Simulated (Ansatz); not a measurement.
Relaxation of BH2(CCH) (C₂H₃B) with RKS PBE0-D4/def2-TZVP.

```sh
$ ansatz run in.yaml --threads 4 --pin off --events-out ev --progress --plain --max-ram 3916MiB
```

```yaml
crystal:
  periodic: [false, false, false]
  atoms:
    - {symbol: B, position_ang: [0.568000, 0.981560, 0.005360]}
    - {symbol: H, position_ang: [1.733690, 0.971960, 0.100340]}
    - {symbol: H, position_ang: [-0.021130, 1.988210, -0.085920]}
    - {symbol: C, position_ang: [-0.181700, -0.313780, -0.000530]}
    - {symbol: C, position_ang: [-0.784880, -1.359230, -0.006870]}
    - {symbol: H, position_ang: [-1.313990, -2.268710, -0.012390]}
basis:
  gaussian: {orbitals: def2-TZVP}
hamiltonian: {xc: pbe0, dispersion: d4}
scf: {lower_state_search: "off"}
output: {orbitals: {seedname: orbitals}}
relax: {f_tol: 0.02, max_steps: 100}
```

Hardware: 4 threads of Arm Neoverse V2 on a shared host. Wall time 1.6 s.

Positions (Å) and forces (eV/Å) at steps 1, 2, 4 of 4:

```xyz
6
step=1 energy=-2793.8826 eV
B     0.568    0.982    0.005   -0.253   -0.420   -0.004
H     1.734    0.972    0.100    0.605    0.028    0.049
H    -0.021    1.988   -0.086   -0.273    0.532   -0.044
C    -0.182   -0.314   -0.001    0.062    0.097   -0.001
C    -0.785   -1.359   -0.007    0.140    0.256    0.003
H    -1.314   -2.269   -0.012   -0.282   -0.492   -0.003
6
step=2 energy=-2793.8999 eV
B     0.568    0.982    0.004   -0.087   -0.142    0.010
H     1.750    0.976    0.102    0.175    0.014    0.010
H    -0.026    2.005   -0.086   -0.073    0.156   -0.016
C    -0.183   -0.316   -0.001   -0.010   -0.027   -0.005
C    -0.788   -1.364   -0.007    0.052    0.104    0.001
H    -1.322   -2.283   -0.012   -0.057   -0.105    0.000
6
step=4 energy=-2793.9014 eV
B     0.567    0.981    0.005    0.000    0.000    0.000
H     1.757    0.978    0.102    0.000    0.000    0.000
H    -0.027    2.012   -0.087    0.000    0.000    0.000
C    -0.184   -0.318   -0.001    0.001    0.001    0.000
C    -0.790   -1.365   -0.007    0.000    0.000    0.000
H    -1.324   -2.288   -0.012    0.000    0.000    0.000
```
